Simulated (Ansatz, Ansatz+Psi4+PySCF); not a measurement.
Two shapes of singlet H₂O₂.

Shape 1:

```xyz
4

O     0.0000    0.7341   -0.0527
O     0.0000   -0.7341   -0.0527
H     0.8396    0.8808    0.4220
H    -0.8396   -0.8808    0.4220
```

Shape 2:

```xyz
4

O     0.0000    0.7441   -0.0527
O     0.0000   -0.7441   -0.0527
H     0.8396    0.8908    0.4220
H    -0.8396   -0.8908    0.4220
```

Basis set: cc-pVTZ (spherical functions). Frozen core: 2 orbitals. Charge 0, multiplicity 1.

Computed with Ansatz (development build ahead of 0.2.0) and Psi4 1.11; each method stands on the lowest determinant of its kind that the runs found.

Q: Which shape is lower in energy, and by how much in each method?

A:

```
     method  E(2) − E(1) (eV)
        RHF             0.052
    RHF-MP2             0.013
RHF-CCSD(T)             0.008
```

Shape 1 is lower.
